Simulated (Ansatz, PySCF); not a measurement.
Reaction: CHN (SMILES C#N) → CHN (methanidylidyneazanium, SMILES [C-]#[NH+])
Each species at its own B3LYP-D3(BJ)/def2-TZVP minimum (Ansatz, a quantum-chemistry and plane-wave program).

Wanted: isomerisation energy (enthalpy at 298 K, ideal-gas terms from PySCF's Hessians at B3LYP-D3(BJ)/def2-TZVP), in kJ/mol. Open shells are spin-unrestricted; no spin-orbit coupling. CBS(X,Y): correlation extrapolated as X^-3, Hartree-Fock from the larger set (Q,5: extrapolated as (X+1)exp(-9√X)). A bracket is a step between two methods taken in the basis named. The functionals are non-relativistic, so their misses hold any scalar relativity. Double hybrids freeze cores in their MP2 part. '+ core + X2C': CCSD(T) terms for core correlation (cc-pwCVTZ) and scalar relativity (cc-pVTZ-DK).

From measured enthalpies of formation at 298 K: 15.0 kcal/mol (Active Thermochemical Tables 1.112 (ions: stationary electron), as tabulated in the package chemicals). The calculations leave out spin-orbit terms.

### Question
What does PBE/def2-TZVPD (Ansatz) give here, and how do the other levels compare?

### Answer
PBE gives 61.7 kJ/mol, 1.0 kJ/mol below it. Errors of the others: B3LYP/def2-TZVPD (Ansatz) -4.7; PBE0/def2-TZVPD (Ansatz) -5.9; wB97M-V/def2-TZVPD (Ansatz) -11.8; B2PLYP/def2-TZVPD (Ansatz) 1.2; CCSD(T)/CBS(cc-pVQZ,cc-pV5Z) + core + X2C (Ansatz) -0.7; CCSD(T)/CBS(cc-pVQZ,cc-pV5Z) + [CCSDT(Q) - CCSD(T)]/cc-pVQZ + [CCSDTQ - CCSDT(Q)]/cc-pVDZ + core + X2C (Ansatz) -0.5 kJ/mol. Nearer than PBE: CCSD(T)/CBS(cc-pVQZ,cc-pV5Z) + core + X2C, CCSD(T)/CBS(cc-pVQZ,cc-pV5Z) + [CCSDT(Q) - CCSD(T)]/cc-pVQZ + [CCSDTQ - CCSDT(Q)]/cc-pVDZ + core + X2C.
